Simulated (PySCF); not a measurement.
Species: H6PSi (charge +1).
Numbering: `[SiH3:1][PH3+:2]` (hydrogens: H3, H4, H5 on Si1; H6, H7, H8 on P2)

Level of theory: MP2 and CCSD/aug-cc-pVDZ in PySCF, restricted Hartree–Fock reference, frozen core, non-relativistic, gas phase, PBE0-D3(BJ)/def2-SVP geometry.

E(HF) = -632.91021 Eh.

**Question.** How large is the problem?

**Answer.** 108 basis functions and 34 electrons; 10 orbitals frozen, which leaves o = 7 correlated occupied and v = 91 virtual orbitals. That is o·v = 637 singles and o·v(o·v + 1)/2 = 203203 distinct closed-shell doubles amplitudes before symmetry; the costliest CCSD step grows as o²v⁴ = 3.4 × 10^9.

**Question.** What are the MP2 and CCSD correlation energies?

**Answer.** MP2 -0.2346 Eh and CCSD -0.2860 Eh, which gives totals of -633.14483 and -633.19619 Eh. That is 0.556 eV for each correlated electron at CCSD (751 kJ/mol in all, 0.045 % of the total energy); MP2 gives 82.0 % of the CCSD value.

**Question.** What is the T1 diagnostic?

**Answer.** 0.0120, below the customary warning level of 0.02. It is the norm of the spatial-orbital singles amplitudes over the root of the number of correlated electrons, so the norm is 0.045.

No triples correction and no basis-set extrapolation were made.

The job also held the EOM ionisation and excitation roots. The run took 3.2 min wall on an Arm Neoverse V1 with one thread, no GPU, on a shared host.
